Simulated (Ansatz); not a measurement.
Barrier H + H2 via H3, on the benchmark's geometries as Psi4's copy gives them; open shells unrestricted, no zero-point energy, no spin–orbit coupling.
Transition structure (charge 0, multiplicity 2, Z-matrix in Å and degrees):
```
H
H 1 0.9295
H 1 0.9295 2 180.00
```

Run with Ansatz (a first-principles code) with Gaussian orbitals. Values without a source in brackets are computed.

The barrier height is − E(H) − E(H2) + E(TS). Total energies (hartree):

| level | H | H2 | TS |
|---|---|---|---|
| HF/aug-cc-pVTZ | -0.4998212 | -1.1330169 | -1.6048353 |
| CCSD(T)/aug-cc-pVTZ | -0.4998212 | -1.1726348 | -1.6568869 |
| HF/aug-cc-pVQZ | -0.4999483 | -1.1334621 | -1.6053534 |
| CCSD(T)/aug-cc-pVQZ | -0.4999483 | -1.1738675 | -1.6583499 |

Task: Work out the barrier height at the basis-set limit: extrapolate the CCSD(T) correlation part as X⁻³, take Hartree–Fock from the larger set.

Result: 
1. Differences (1 hartree = 627.509 kcal/mol): HF/aug-cc-pVTZ 17.572; CCSD(T)/aug-cc-pVTZ 9.770; HF/aug-cc-pVQZ 17.606; CCSD(T)/aug-cc-pVQZ 9.705.
2. Correlation parts, CCSD(T) less HF: -7.802 in aug-cc-pVTZ (X = 3), -7.901 in aug-cc-pVQZ (X = 4).
3. Limit (4³·(-7.901) − 3³·(-7.802))/(4³ − 3³) = -7.973; with HF/aug-cc-pVQZ it gives 9.633.
Result: 9.63 kcal/mol, against 9.77 at CCSD(T)/aug-cc-pVTZ. It is an estimate of this method's limit, not of the exact value.
